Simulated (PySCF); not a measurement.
Species: vinyl acetate, C4H6O2.
SMILES with atom numbers: `[CH2:1]=[CH:2][O:3][C:4]([CH3:5])=[O:6]` (hydrogens: H7, H8 on C1; H9 on C2; H10, H11, H12 on C5)

Geometry (GFN2-xTB, Å), atoms numbered from 1 in this order:
```
atom  x, y, z in Å
C1    -2.284    0.172    1.080
C2    -1.309   -0.423    0.418
O3    -0.137    0.238    0.133
C4     0.826   -0.416   -0.549
C5     2.017    0.478   -0.752
O6     0.726   -1.550   -0.929
H7    -2.192    1.189    1.416
H8    -3.195   -0.351    1.298
H9    -1.350   -1.443    0.057
H10    2.399    0.798    0.214
H11    2.787   -0.057   -1.300
H12    1.714    1.364   -1.305
```

Vertical excitations from PySCF (density fitting, frozen core in the response, grid level 2 and gas phase unless stated; continuum runs use non-equilibrium linear response for the excitations) on a GFN2-xTB geometry. Reference run:

```
                                   settings    S1, eV (f)    S2, eV (f)    S3, eV (f)    S4, eV (f)    S5, eV (f)    S6, eV (f)  T1, eV (Tamm–Dancoff)  mean α (au)
CAM-B3LYP/def2-SVPD, full TDDFT, 8 singlets  5.85 (0.001)  6.66 (0.447)  7.25 (0.049)  7.83 (0.089)  7.99 (0.003)  8.10 (0.030)                   4.28         57.9
```

**Question.** What do these settings give: (1) WP04/cc-pVDZ, full TDDFT, 6 singlets; (2) WP04/def2-SVPD, grid level 4, fitting basis def2-qzvpp-jkfit, full TDDFT, 1 singlet?

**Answer.** 
```csv
settings,"S1, eV (f)","S2, eV (f)","S3, eV (f)","S4, eV (f)","S5, eV (f)","S6, eV (f)","T1, eV (Tamm–Dancoff)",mean α (au)
"WP04/cc-pVDZ, full TDDFT, 6 singlets",5.69 (0.001),5.99 (0.216),7.26 (0.000),7.59 (0.245),8.03 (0.000),8.44 (0.003),4.20,47.9
"WP04/def2-SVPD, grid level 4, fitting basis def2-qzvpp-jkfit, full TDDFT, 1 singlet",5.69 (0.001),–,–,–,–,–,4.16,55.6
```

(1) S1 moves by -0.16 eV; functional and basis change together, so the shift can't be laid on one. (2) S1 moves by -0.16 eV (WP04 has 12 % exact exchange, CAM-B3LYP range-separated exact exchange). States are counted by energy in each run and needn't keep their character from row to row.

WP04 was designed for NMR shieldings or shifts; total energies of different functionals aren't comparable.

**Question.** Which orbital pairs make up S1 in each run, and how does it sit against the orbital gap?

**Answer.** 
```
                                                                           settings  S1 configurations (weight)  S1 (eV)  orbital gap (eV)  S1 − gap (eV)
                                        CAM-B3LYP/def2-SVPD, full TDDFT, 8 singlets    H−1→L 0.79, H−1→L+3 0.19     5.85              9.48          -3.63
                                               WP04/cc-pVDZ, full TDDFT, 6 singlets                  H−1→L 0.97     5.69              5.95          -0.26
WP04/def2-SVPD, grid level 4, fitting basis def2-qzvpp-jkfit, full TDDFT, 1 singlet                  H−1→L 0.97     5.69              5.86          -0.17
```

 GFN2-xTB frequencies show an imaginary mode (24i cm⁻¹), so this geometry is no minimum at that level.

One conformer stands for the species.
